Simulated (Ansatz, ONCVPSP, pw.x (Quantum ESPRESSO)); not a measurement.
## pw.x on fcc As: one setting changed

Potential: optimised norm-conserving Vanderbilt (ONCV), ONCVPSP 4.0.1, PBEsol; core [Ar] 3d10, reference 4s2 4p3; waves: 4s: rc 1.70 bohr, ncon 5, nbas 8, qcut 3 1/bohr, 1 projector; 4p: rc 1.95 bohr, ncon 4, nbas 7, qcut 3.2 1/bohr, 2 projectors, debl 2.2 Ha; d scattering state at 0.03 Ha: rc 1.85 bohr, ncon 4, nbas 7, qcut 4.6 1/bohr, 1 projector; local part: polynomial inside 1.40 bohr (lpopt 5, dvloc0 0 Ha); core correction: polynomial model core, fcfact 0.6.

The reference run (k-mesh 13³, cutoffs 125/500 Ry, Fermi–Dirac 0.01 Ry, mixing_beta 0.4, conv_thr 1e-9, no spin) gives -1.31 GPa at 18.557 Å³/atom, where all-electron LAPW gives -0.48 GPa. This run, with its own iteration cap, changes k-mesh shift to 1.

```
&control
  calculation='scf', prefix='x', pseudo_dir='./', outdir='./tmp', tstress=.true., disk_io='none'
/
&system
  ibrav=0, nat=1, ntyp=1, ecutwfc=125, ecutrho=500, nbnd=9,
  occupations='smearing', smearing='fd', degauss=0.01
/
&electrons
  conv_thr=1e-09, mixing_beta=0.4, electron_maxstep=60
/
ATOMIC_SPECIES
As 1.0 As.UPF
CELL_PARAMETERS angstrom
  0.00000000 2.10132192 2.10132192
  2.10132192 0.00000000 2.10132192
  2.10132192 2.10132192 0.00000000
ATOMIC_POSITIONS crystal
As 0.0000 0.0000 0.0000
K_POINTS automatic
13 13 13 1 1 1
```

```bash
pw.x < As.scf.in > As.scf.out
```

Question: How does the run end?

Answer: It converges in 6 iterations; the free energy moves by -5.2 meV/atom and the pressure by -0.16 GPa.

```
Message from routine setup:
     using ibrav=0 with symmetry is DISCOURAGED, use correct ibrav instead
     lattice parameter (alat)  =       5.6157  a.u.
     unit-cell volume          =     125.2288 (a.u.)^3
     number of electrons       =         5.00
     number of Kohn-Sham states=            9
     kinetic-energy cutoff     =     125.0000  Ry
     charge density cutoff     =     500.0000  Ry
     scf convergence threshold =      1.0E-09
     Exchange-correlation= PBESOL
     number of k points=   231  Fermi-Dirac smearing, width (Ry)=  0.0100
     iteration #  1     ecut=   125.00 Ry     beta= 0.40
     total energy              =     -20.23376167 Ry
     estimated scf accuracy    <       0.00166299 Ry
     iteration #  2     ecut=   125.00 Ry     beta= 0.40
     total energy              =     -20.23363658 Ry
     estimated scf accuracy    <       0.00042847 Ry
     iteration #  3     ecut=   125.00 Ry     beta= 0.40
     total energy              =     -20.23367776 Ry
     estimated scf accuracy    <       0.00000389 Ry
     iteration #  4     ecut=   125.00 Ry     beta= 0.40
     total energy              =     -20.23367878 Ry
     estimated scf accuracy    <       0.00000002 Ry
     iteration #  5     ecut=   125.00 Ry     beta= 0.40
     total energy              =     -20.23367881 Ry
     estimated scf accuracy    <          1.4E-09 Ry
     iteration #  6     ecut=   125.00 Ry     beta= 0.40
     the Fermi energy is     9.2459 ev
!    total energy              =     -20.23367881 Ry
     estimated scf accuracy    <          5.7E-12 Ry
     smearing contrib. (-TS)   =      -0.00261973 Ry
     The total energy is F=E-TS. E is the sum of the following terms:
     one-electron contribution =       5.20653223 Ry
     hartree contribution      =       0.24963113 Ry
     xc contribution           =     -11.25461396 Ry
     ewald contribution        =     -14.43260848 Ry
     convergence has been achieved in   6 iterations
          total   stress  (Ry/bohr**3)                   (kbar)     P=      -14.65
     Message from routine punch:
     Nothing written, as per user request (disk_io='none')
```

The run took about 27 s on one core of a shared host (AMD EPYC 9R45 96-Core Processor, 96 threads, 376 GiB, load 36).
